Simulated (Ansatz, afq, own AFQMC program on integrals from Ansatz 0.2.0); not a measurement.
# Atomization energy of CHAl, triplet

```xyz
3

Al    0.0000    0.0000    0.1051
C     0.0000    0.0000   -1.8111
H     0.0000    0.0000    1.7060
```

Connectivity, by distances: AlH–C.

Atoms in their ground-state spins without spin–orbit coupling (mostly on UHF) minus the molecule (UHF), without zero-point energy. The geometry is a stationary point, not shown to be a minimum.

Basis cc-pVDZ. Only valence electrons are correlated. AFQMC by an in-house program on the Cholesky factors that Ansatz 0.2.0 writes for its CCSD(T) run. ph-AFQMC/CISD is guided by a CISD state made of CCSD amplitudes; releasing the constraint for a short imaginary time cuts its bias at the price of noise, slowly where states lie close. Free projection: walkers drawn from exp(T), propagated without any constraint. Its projection time is finite, and what remains of the start isn't in its error. ± is one standard error of the sampling. The errors of all members are added in quadrature.

No full CI on the walks' own integrals is used here; CCSDT(Q) serves as the reference and is uncertain by about the last step of the cluster series. Each member takes its own surest rung, up to full CI.

Errors are counted within cc-pVDZ, not against nature.

Cautions: CHAl (triplet): its ph-AFQMC/CISD value lies 72 ± 13 meV above CCSDT(Q).

| level | atomization energy (kcal/mol) |
| --- | --- |
| MP2 | 110.2 |
| HF | 71.1 |

(1) From these cheaper values, estimate the atomization energy at the reference level in cc-pVDZ.

(1) 111.1 kcal/mol (CCSDT(Q) in cc-pVDZ).

```csv
level,atomization energy (kcal/mol),error against CCSDT(Q) (kcal/mol)
CCSD,105.6,-5.5
CCSD(T),109.7,-1.4
ph-AFQMC/HF,113.6 ± 1.3,2.5 ± 1.3
ph-AFQMC/CISD,109.6 ± 0.3,-1.5 ± 0.3
released AFQMC,110.5 ± 0.5,-0.6 ± 0.5
free AFQMC,110.6 ± 0.5,-0.5 ± 0.5
```

Correlation beyond CCSD(T) adds 1.4 kcal/mol. The perturbative (T) step is worth +4.1 kcal/mol.

Free projections are given only where their last times agree within the noise and don't stop above the reference; a slow remainder of the start can still hide under it. A walk keeps the symmetry of its determinant, which the program's search chose and which needn't be the lowest solution, so a lower state of the same spin and another symmetry isn't excluded. Released energies are given only where the last usable release times agree within the noise; a slower fall can still hide under it.
